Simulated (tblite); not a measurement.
F2H3P2 (charge +1).
Numbering: `[F:1][PH+:2]([F:3])[PH2:4]` (hydrogens: H5 on P2; H6, H7 on P4)

Geometry (GFN2-xTB, Å), atoms numbered from 1 in this order:
```
atom  x, y, z in Å
F1    -1.290    1.346   -0.461
P2    -0.677    0.048    0.169
F3    -1.499   -1.022   -0.630
P4     1.339   -0.067   -0.709
H5    -1.438    0.031    1.348
H6     1.693   -1.195    0.054
H7     1.875    0.863    0.202
```

Computed values, GFN2-xTB/tblite, gas phase, harmonic and unscaled. This tight-binding method is rough: wavenumbers can miss measured ones by several per cent, in bad cases by 10 to 20. Modes of hydrogen on phosphorus can be 10 to 20 % off. One conformer, not necessarily the lowest.

Harmonic wavenumbers (cm⁻¹): 115.3, 170.3, 201.8, 319.5, 394.2, 710.9, 742.9, 817.6, 818.0, 834.2, 836.6, 1051.2, 2177.7, 2210.5, 2247.0.

A = 7082, B = 3133, C = 2499 MHz; mass 102.968 u (most abundant isotopes); point group Cs, symmetry number 1.

Task: What is the zero-point energy?

Result: Half the sum of the wavenumbers: 6824 cm⁻¹ = 19.51 kcal/mol.

Task: What is S at 400 K and 1 bar for an ideal gas of classical rigid rotors and harmonic oscillators?

Result: Translation 41.29, rotation 27.04, vibration 15.73: S = 84.1 cal/(mol K).

Task: And Cp and H(400 K) − H(0)?

Result: Cp = 24.32 cal/(mol K), of which vibrations give 16.37 (their classical limit is 15 R = 29.8); H(400 K) − H(0) = 6.64 kcal/mol without the zero-point energy, 3.46 from vibrations.

Task: What must be added to the electronic energy to get the Gibbs energy at 400 K and 1 bar?

Result: ZPE + [H(400 K) − H(0)] − T·S = 19.51 + 6.64 − 33.63 = -7.48 kcal/mol.

Task: How do the functions run with temperature in this model?

Result: 
```
 T (K)  S (cal/(mol K))  Cp (cal/(mol K))  H − H(0) (kcal/mol)  G − H(0) (kcal/mol)  ln q(vib)
    50             52.3               9.4                 0.42                -2.20       0.05
   100             59.8              12.5                 0.97                -5.01       0.37
298.15             77.4              21.1                 4.32               -18.76       2.45
373.15             82.4              23.6                 5.99               -24.75       3.27
   500             89.8              26.7                 9.19               -35.69       4.64
   750            101.4              30.6                16.39               -59.64       7.12
  1000            110.5              32.8                24.35               -86.17       9.31
```

q(vib) and H(0) count from the zero-point level.

Task: Blend soft modes into free rotors: weight 1/[1 + (100 cm⁻¹/ν̃)⁴] for the oscillator and the rest for a rotor with moment μB/(μ + B), μ = h/(8π²ν), B = 10⁻⁴⁴ kg m². What vibrational entropy results?

Result: 15.42 cal/(mol K) in place of 15.73, which changes −T·S at 400 K by +0.13 kcal/mol.

Task: Which modes carry the vibrational entropy at 400 K?

Result: 115.3 cm⁻¹: 3.75; 170.3 cm⁻¹: 2.99; 201.8 cm⁻¹: 2.67; 319.5 cm⁻¹: 1.82; 394.2 cm⁻¹: 1.45; 710.9 cm⁻¹: 0.59 cal/(mol K); the other 9 give 2.47 together.

Hindered rotation and anharmonicity are outside this model. Other conformers, if any are populated, would add a mixing term that is left out.

The run took 0.11 s on Arm Neoverse V1, one thread, shared host with 32 logical CPUs at a one-minute load of 19. This covers the Hessian and the dipole derivatives.
